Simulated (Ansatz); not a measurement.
# BP+ (quartet): wave-function methods side by side, def2-TZVPP

An exercise on one series of results from a longer session: the logs are not shown, and one member is left open.

Program: Ansatz 0.2.0, Gaussian basis. Level of theory: def2-TZVPP, core rule «outside noble gas», up to 6 orbitals frozen. These are calculated values, not measurements.

Plan: UHF; ROHF; CCSD(T) on UHF.

## What is computed

The geometry is a PBE0/def2-TZVP stationary point (not a proven minimum).

2 atoms, charge 1, spin multiplicity 4.

Atoms are counted from 1 here; the program's logs count them from 0.

Bond lengths: B1–P2 1.846 Å.

As a file:

```
B     0.0000    0.0000    0.0000
P     0.0000    0.0000    1.8463
```

Set-up of the first run:

in.yaml

```yaml
crystal:
  periodic: [false, false, false]
  atoms:
    - {symbol: B, position_ang: [0.000000, 0.000000, 0.000000]}
    - {symbol: P, position_ang: [0.000000, 0.000000, 1.846300]}
basis:
  gaussian: {orbitals: def2-TZVPP}
total_charge: 1
magnetization: {spin_polarized: true, initial_magnetization: 3}
hamiltonian: {xc: hf}
output: {orbitals: {seedname: orbitals}}
```

Run with:

```console
$ ansatz run in.yaml --threads 1 --pin off --events-out ev --progress --plain --max-ram 4096MiB --backend cpu
```

Among the steps run: UHF; ROHF; CCSD(T) on UHF.

One of the session's tables, all rows but one given; the rest of the session is left out.

| method | from UCCSD(T) (kJ/mol) |
| --- | --- |
| ROHF | ? |
| UHF | +449.3 |
| UMP2 | +102.4 |
| UCCSD | +23.8 |
| UCCSD(T) | 0 |

Q: Estimate the row for ROHF from the others.

As computed: from UCCSD(T) (kJ/mol): +461.2. In the column «from UCCSD(T) (kJ/mol)» it is the highest.
